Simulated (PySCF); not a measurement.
## MgS at RHF

Level: RHF. PySCF, no relativity, basis sets Mg def2-SVPD, S def2-SVPD.

```json
{"state": "¹Σ⁺ (singlet), closed shell", "bond length": "2.166 Å", "harmonic wavenumber": "523 cm⁻¹", "force constant": "2.21 mdyn/Å", "rotational constant Be": "0.2623 cm⁻¹", "anharmonicity ωexe": "3.10 cm⁻¹", "vibration–rotation constant αe": "0.00180 cm⁻¹", "well depth De to Mg + S": "5.8 kcal/mol", "dissociation energy D0": "5.1 kcal/mol", "HOMO–LUMO gap": "6.34 eV", "bond order (Mayer)": "1.73", "dipole moment (positive dipole means Mg(−)S(+))": "-9.58 D"}
```

Where the molecule has an RHF reference, its open-shell atoms are computed with UHF. Hartree–Fock leaves out correlation, which carries a large part of most bond energies and some tenths to 1 eV of ionisation energies.
